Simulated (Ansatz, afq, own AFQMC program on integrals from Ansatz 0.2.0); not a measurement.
## BN, triplet: AFQMC among the cluster methods

```xyz
2

B     0.0000    0.0000    0.0000
N     0.0000    0.0000    4.3890
```

Basis 6-31G. Only valence electrons are correlated. Integrals, coupled cluster, full CI and functionals: Ansatz 0.2.0; the random walks run on the same integrals in our own AFQMC program. The CISD trial takes its coefficients from CCSD amplitudes. Released means that phaseless walkers are propagated on without the constraint, phases kept. Uncertainties: one standard error, sampling alone.

Determinant: UHF, the one that the program's search chose, which needn't be the lowest solution. The geometry is a point of a scan.

Full CI on the same integrals is exact in this basis and with this determinant's frozen core.

Cautions: lower spins were not checked; unrestricted determinant spin contaminated (⟨S²⟩ 3.00 against 2.00); the next higher spin lies close (full CI puts it 5 meV above).

```
T1 diagnostic                               : 0.0048
weight of the determinant in the CISD state : 0.930
⟨S²⟩ of the determinant                     : 3.004
size of the correlated space                : 8 electrons in 16 orbitals
```

```
  level  correlation energy (eV)
    MP2                  -1.3533
   CCSD                  -2.0635
CCSD(T)                  -2.0771
```

Question: Estimate where AFQMC with the constraint released lies against CCSD(T) on the same integrals.

Answer: 0.7 ± 0.3 kJ/mol below CCSD(T).

Reference: full CI, correlation energy -2.084 eV. The released energy is read at 2.40 1/Eh (meV from the phaseless value at times in 1/Eh: 3 ± 4 at 0.24, -2.0 ± 0.9 at 0.51, -1.9 ± 1.0 at 0.99, -5.2 ± 1.5 at 1.62, -1 ± 3 at 2.40). The cautions show a poor starting determinant, so the rows tell how each method copes with it here, and full CI is the sure value.

```csv
level,E − E(reference) (kJ/mol),share of correlation (%)
CCSD(T),0.7,99.66
CCSDT,0.1,99.96
CCSDT(Q),0.0,99.98
CCSDTQ,0.0,100.00
ph-AFQMC/CISD,0.1 ± 0.1,99.97
released AFQMC,-0.1 ± 0.3,100.03
```

CCSDT and higher add their correlation energy to the determinant of the CCSD(T) run, since their own runs factorise the integrals more tightly (a shift of under 2 meV). A walk keeps the symmetry of its determinant, which the program's search chose and which needn't be the lowest solution, so a lower state of the same spin and another symmetry isn't excluded. Released energies are given only where the last usable release times agree within the noise; a slower fall can still hide under it.
